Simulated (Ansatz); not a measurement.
P₄, relaxed as a triplet with UKS B3LYP-D4/def2-TZVP in Ansatz, starting from the B3LYP-D4/def2-TZVP geometry of the neutral singlet. Force threshold 0.02 eV/Å.

At B3LYP-D4/def2-TZVP a singlet of charge 0 lies 1.90 eV below the triplet, each at its own geometry. The structure comes from a short search, and lower isomers may exist.

Start:

```xyz
4

P    -1.053   -0.623    0.568
P     0.678   -0.875   -0.771
P     0.815    0.476    0.964
P    -0.440    1.023   -0.762
```

```tsv
step	energy (eV)	largest force component (eV/Å)	SCF passes
1	-37154.8548	5.443	33
2	-37156.4911	3.187	24
3	-37157.4062	0.993	25
4	-37157.5319	0.231	22
5	-37157.5377	0.027	21
6	-37157.5377	0.008	17
```

Force components are those of the run's own axes.

End:

```tsv
atom	x (Å)	y (Å)	z (Å)
P1	-1.334	-0.356	0.857
P2	1.068	-0.706	-1.001
P3	0.776	0.251	0.956
P4	-0.510	0.812	-0.812
```

Bonds lost: P1–P2 (atoms count from 1).

No frequencies were taken in this run, so the end may be a saddle point.

It took 20 s on 4 threads of Arm Neoverse V1 on a shared host.
